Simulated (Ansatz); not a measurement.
**AlH2OF (SMILES [OH][AlH][F]): the energy, rung by rung**

The species is AlH2OF (5 atoms), meant as a singlet with charge 0. As SMILES, `[OH][AlH][F]`. The shape comes from GFN2-xTB, which is rough for such elements, and wasn't checked as a minimum. This is one conformer, not always the lowest.

```xyz
5

O    -1.0217    0.3258   -0.3273
Al    0.4730   -0.1391    0.1441
F     0.7788   -1.5669    0.9121
H    -1.8711    0.6287   -0.6143
H     1.6411    0.7515   -0.1146
```

Each level gives the energy change with the O1–Al2 bond stretched from 1.635 to 2.043 Å (eV). The values are calculated.

```json
{"level": "HF/STO-3G (restricted)", "kind": "Hartree–Fock", "program": "Ansatz", "value (eV)": "2.91", "less FCI/STO-3G": "+0.11", "CPU time (all runs)": "0.18 s"}
{"level": "SVWN5/STO-3G (restricted)", "kind": "LDA", "program": "Ansatz", "value (eV)": "2.50", "less FCI/STO-3G": "-0.30", "CPU time (all runs)": "1.3 s"}
{"level": "revPBE/STO-3G (restricted)", "kind": "GGA", "program": "Ansatz", "value (eV)": "2.25", "less FCI/STO-3G": "-0.55", "CPU time (all runs)": "2 s"}
{"level": "r2SCAN0/STO-3G (restricted)", "kind": "hybrid meta-GGA", "program": "Ansatz", "value (eV)": "2.70", "less FCI/STO-3G": "-0.10", "CPU time (all runs)": "4.8 s"}
{"level": "CAM-B3LYP/STO-3G (restricted)", "kind": "range-separated hybrid", "program": "Ansatz", "value (eV)": "2.66", "less FCI/STO-3G": "-0.14", "CPU time (all runs)": "2.3 s"}
{"level": "wB97X/STO-3G (restricted)", "kind": "range-separated hybrid", "program": "Ansatz", "value (eV)": "2.65", "less FCI/STO-3G": "-0.15", "CPU time (all runs)": "8.7 s"}
{"level": "B2PLYP/STO-3G (restricted)", "kind": "double hybrid", "program": "Ansatz", "value (eV)": "2.67", "less FCI/STO-3G": "-0.13", "CPU time (all runs)": "2.9 s"}
{"level": "MP2/STO-3G (restricted)", "kind": "perturbation theory", "program": "Ansatz", "value (eV)": "2.90", "less FCI/STO-3G": "+0.10", "CPU time (all runs)": "0.18 s"}
{"level": "BCCD(T)/STO-3G (restricted)", "kind": "coupled cluster or CI", "program": "Ansatz", "value (eV)": "2.81", "less FCI/STO-3G": "+0.01", "CPU time (all runs)": "0.35 s"}
{"level": "FCI/STO-3G", "kind": "exact in the basis", "program": "Ansatz", "value (eV)": "2.80", "less FCI/STO-3G": "0.00", "CPU time (all runs)": "34 s"}
```

FCI/STO-3G is exact within its basis and frozen core, so for wave-function methods in that basis the difference is their error; functionals converge differently with the basis, so for them it is only a difference. The first shape isn't each level's own minimum. The values span 2.25 to 2.91 eV. All rows use very small basis sets, so none should be taken for the real molecule's value. Times are those of the runs behind each value, whatever else they computed, on shared processors of several kinds: orders of magnitude only.
